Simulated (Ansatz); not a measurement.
**Fluorite SrCl2**

Level of theory: BLYP (plane waves, PAW; Ansatz, a first-principles code).

Run with plane-wave cutoff 520 eV, 8×8×8 k mesh, Fermi–Dirac smearing 0.01 eV, scalar-relativistic PAW data made under PBE.

Cell (relaxed at this level):

```
SrCl2
1.0
    0.00000     3.57452     3.57452
    3.57452     0.00000     3.57452
    3.57452     3.57452     0.00000
Sr Cl
1 2
Direct
  0.00000   0.00000   0.00000
  0.25000   0.25000   0.25000
  0.75000   0.75000   0.75000
```

```yaml
bulk modulus B0: 31.0 GPa
band_gap: 5.08 eV
smallest_direct_gap_on_the_k_points_sampled: 5.38 eV
pressure derivative B′ of the bulk modulus: 4.5
```

Measured, for comparison: bulk modulus 34.3 GPa (temperature not stated, not corrected to a static lattice, from elastic constants; as tabulated in Kanchana et al., Calculated structural, elastic and electronic properties of …). Computed (rounded) less measured: bulk modulus -10 % (against room or unstated temperature, where such soft solids are markedly softer).

Spin–orbit coupling is not included.

Computed values are for the static lattice.

Computing time: about 23 core-seconds (a rough figure).
